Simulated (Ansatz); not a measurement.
Input file:

```yaml
crystal:
  periodic: [false, false, false]
  atoms:
    - {symbol: Be, position_ang: [0.000000, 0.000000, 1.052730]}
    - {symbol: Be, position_ang: [0.000000, 0.000000, -1.052730]}
    - {symbol: H, position_ang: [0.000000, 0.000000, 2.400248]}
    - {symbol: H, position_ang: [0.000000, 0.000000, -2.400248]}
basis:
  gaussian: {orbitals: cc-pVDZ}
total_charge: 1
magnetization: {spin_polarized: true, initial_magnetization: 1}
hamiltonian: {xc: {name: BHLYP}}
```

```sh
$ ansatz run in.yaml --threads 1 --pin off --events-out ev --progress --plain --max-ram 2393MiB
```

**Question.** Roughly how long does this take on 1 thread of Arm Neoverse N1, shared host, and how much host memory?

**Answer.** 1 s wall and 0.08 GiB.

```
392 factors; their error is unknown
mean field evaluation 1: about -822.9995 eV, gradient 6.8e0 eV
mean field evaluation 2: about -823.4668 eV, gradient 1.7e0 eV
mean field evaluation 4: about -823.5221 eV, gradient 1.7e-1 eV
mean field evaluation 8: about -823.5013 eV, gradient 1.9e-2 eV
mean field -823.50126521 eV, -30.2631133072 hartree, gradient 3.4e-6 eV, S^2 0.763043; 0 other end points of the search recorded, 0 dependent functions left out
reference -823.50142265 eV, -30.2631190930 hartree; 5, 4 occupied and 33, 34 virtual orbitals, 392 factors
Total energy: -823.50142265 eV, -30.2631190930 hartree
```
